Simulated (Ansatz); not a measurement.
A first, cheap relaxation of `CC(C)CF`.

```yaml
crystal:
  periodic: [false, false, false]
  atoms:
    - {symbol: C, position_ang: [-0.577800, -0.706000, 1.171600]}
    - {symbol: C, position_ang: [0.086000, 0.347000, 0.241500]}
    - {symbol: C, position_ang: [1.371500, -0.241800, -0.374300]}
    - {symbol: C, position_ang: [-0.901100, 0.743400, -0.865000]}
    - {symbol: F, position_ang: [-0.306200, 1.678300, -1.638400]}
    - {symbol: H, position_ang: [-0.908300, -1.585200, 0.652100]}
    - {symbol: H, position_ang: [-1.501300, -0.256600, 1.608000]}
    - {symbol: H, position_ang: [0.130700, -1.003500, 1.961100]}
    - {symbol: H, position_ang: [0.376500, 1.237700, 0.753600]}
    - {symbol: H, position_ang: [2.064700, -0.530900, 0.408000]}
    - {symbol: H, position_ang: [1.190100, -1.185200, -0.955300]}
    - {symbol: H, position_ang: [1.840500, 0.492400, -1.022400]}
    - {symbol: H, position_ang: [-1.811000, 1.117100, -0.427000]}
    - {symbol: H, position_ang: [-1.127900, -0.092800, -1.506000]}
basis:
  gaussian: {orbitals: def2-SVP}
hamiltonian: {xc: pbe, dispersion: d4}
relax: {f_tol: 0.03, max_steps: 200}
```

```sh
$ ansatz run in.yaml --threads 4 --pin off --events-out ev --progress --plain
```

It prints (some lines left out):

```
Functional definition: PBE
mean field -6997.69445534 eV, -257.1605280260 hartree, gradient 6.2e-5 eV, S^2 0.000000; 0 other end points of the search recorded, 0 dependent functions left out
relax step   1: F+E_penalty+E_count = -6997.93162567 eV  Δ(F+E_penalty+E_count) = +0.000e0 eV  max|allowed force component| = 2.674e0 eV/Å  Δτ_max = 0.0000 Å  (27 SCF iters, accepted)
mean field -6997.92047142 eV, -257.1688339638 hartree, gradient 2.4e-5 eV, S^2 0.000000; 0 other end points of the search recorded, 0 dependent functions left out
relax step   2: F+E_penalty+E_count = -6998.15603854 eV  Δ(F+E_penalty+E_count) = -2.244e-1 eV  max|allowed force component| = 5.175e-1 eV/Å  Δτ_max = 0.0520 Å  (28 SCF iters, accepted)
mean field -6997.94311075 eV, -257.1696659439 hartree, gradient 2.5e-5 eV, S^2 0.000000; 0 other end points of the search recorded, 0 dependent functions left out
relax step   3: F+E_penalty+E_count = -6998.17908627 eV  Δ(F+E_penalty+E_count) = -2.305e-2 eV  max|allowed force component| = 1.640e-1 eV/Å  Δτ_max = 0.0300 Å  (29 SCF iters, accepted)
mean field -6997.94418255 eV, -257.1697053319 hartree, gradient 2.5e-5 eV, S^2 0.000000; 0 other end points of the search recorded, 0 dependent functions left out
relax step   4: F+E_penalty+E_count = -6998.18020964 eV  Δ(F+E_penalty+E_count) = -1.123e-3 eV  max|allowed force component| = 5.340e-2 eV/Å  Δτ_max = 0.0109 Å  (29 SCF iters, accepted)
mean field -6997.94434659 eV, -257.1697113600 hartree, gradient 2.5e-5 eV, S^2 0.000000; 0 other end points of the search recorded, 0 dependent functions left out
relax step   5: F+E_penalty+E_count = -6998.18039587 eV  Δ(F+E_penalty+E_count) = -1.862e-4 eV  max|allowed force component| = 5.447e-3 eV/Å  Δτ_max = 0.0094 Å  (29 SCF iters, accepted)
mean field -6997.94434659 eV, -257.1697113600 hartree, gradient 2.9e-5 eV, S^2 0.000000; 1 other end points of the search recorded, 0 dependent functions left out
Total energy: -6998.18042650 eV, -257.1783871370 hartree
Atom 0 at    -0.592023    -0.694057     1.166417 Å, force     0.000903    -0.001735    -0.000281 eV/Å
Atom 1 at     0.092360     0.307496     0.229994 Å, force     0.003162     0.000173     0.002614 eV/Å
Atom 2 at     1.384937    -0.249946    -0.374903 Å, force    -0.002671     0.001229    -0.001794 eV/Å
Atom 3 at    -0.878358     0.747184    -0.862839 Å, force     0.005447     0.001076     0.001134 eV/Å
Atom 4 at    -0.295993     1.698925    -1.691214 Å, force     0.000060     0.000854    -0.004400 eV/Å
Atom 5 at    -0.881459    -1.618510     0.622003 Å, force     0.001401     0.002011    -0.000483 eV/Å
Atom 6 at    -1.509702    -0.272198     1.626055 Å, force    -0.001175    -0.000390     0.000804 eV/Å
Atom 7 at     0.087110    -0.995071     1.989020 Å, force    -0.000416    -0.000584     0.000799 eV/Å
Atom 8 at     0.346064     1.221034     0.814949 Å, force    -0.000580    -0.002230    -0.000859 eV/Å
Atom 9 at     2.127529    -0.490968     0.412333 Å, force    -0.001330     0.000318    -0.000152 eV/Å
Atom 10 at     1.184124    -1.181683    -0.946645 Å, force     0.001558     0.000202     0.001011 eV/Å
Atom 11 at     1.840039     0.482505    -1.069703 Å, force    -0.002035    -0.000854     0.001469 eV/Å
Atom 12 at    -1.800914     1.185985    -0.418735 Å, force    -0.001784    -0.000022     0.000491 eV/Å
Atom 13 at    -1.177313    -0.126795    -1.489234 Å, force    -0.002539    -0.000047    -0.000353 eV/Å
Dipole moment:    -0.091637    -0.214531     0.230066 e Å
```

Run time 11 s (4 threads of a server CPU on a shared host); peak host memory 0.16 GiB.
